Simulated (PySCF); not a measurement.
## Working out the electron affinity of Cl

Cl⁻ [Ar] (1S) → Cl [Ne] 3s2 3p5 (2P). Calculation: PySCF 2.14, in x2c-TZVPPall with one added diffuse shell each of s, p, d type (6s6p4d1f, 51 functions); scalar relativity by spin-free X2C-1e. Frozen: 1s2. Energies in hartree (1 hartree = 27.21139 eV):

| part | Cl⁻ (lower) | Cl (upper) |
| --- | --- | --- |
| UHF | -460.975401 | -460.888270 |
| CCSD correlation | -0.380826 | -0.344270 |
| (T) | -0.010505 | -0.007412 |

**Question.** What does Hartree-Fock give?

**Answer.** (-460.888270) − (-460.975401) = 0.087131 hartree = 2.371 eV.

**Question.** What do CCSD and CCSD(T) give?

**Answer.** The CCSD correlation energies differ by 0.036556 hartree = 0.995 eV and the triples by 0.003093 hartree = 0.084 eV, so CCSD gives 3.366 eV and CCSD(T) 3.450 eV.

A first-order spin-orbit estimate adds -0.036 eV to CCSD(T) (valence and next inner shell), giving 3.414 eV against 3.613 eV (measured; photodetachment measurements, as compiled on the Wikipedia data page of electron affinities).

What remains against the reference includes basis incompleteness, the frozen core and higher excitations.
